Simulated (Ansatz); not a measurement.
Basis-set series for C$_{2}$Cl$_{2}$O$_{2}$, SMILES `O=C(Cl)C(=O)Cl`. Total charge 0; spin multiplicity 1. Geometry: relaxed with PBE0-D4/def2-TZVP. It is one conformer, not always the lowest.

Z-matrix (Å, degrees):
```
C
Cl 1 1.738
C 1 1.550 2 111.7
O 1 1.178 2 124.1 3 180.0
O 3 1.178 1 124.2 2 0.4
Cl 3 1.738 1 111.7 2 -179.7
```

```json
{"functional": "PBE0-D4", "basis": "def2-TZVPP", "functions": "208", "energy (Eh)": "-1146.62822", "HOMO (eV)": "-8.90", "LUMO (eV)": "-3.46"}
{"functional": "PBE0-D4", "basis": "def2-QZVPP", "functions": "368", "energy (Eh)": "-1146.66669", "HOMO (eV)": "-8.93", "LUMO (eV)": "-3.51"}
{"functional": "ωB97M-V", "basis": "def2-TZVPP", "functions": "208", "energy (Eh)": "-1147.07143", "HOMO (eV)": "-11.14", "LUMO (eV)": "-1.13"}
{"functional": "ωB97M-V", "basis": "def2-QZVPP", "functions": "368", "energy (Eh)": "-1147.10776", "HOMO (eV)": "-11.18", "LUMO (eV)": "-1.19"}
```

Problem. Give the rows for def2-SVP. (Estimate.)

Solution. The calculation gave: 
| functional | basis | functions | energy (Eh) | HOMO (eV) | LUMO (eV) |
| --- | --- | --- | --- | --- | --- |
| PBE0-D4 | def2-SVP | 92 | -1146.04860 | -8.81 | -3.31 |
| ωB97M-V | def2-SVP | 92 | -1146.49005 | -11.01 | -0.92 |

Program: Ansatz 0.2.0.
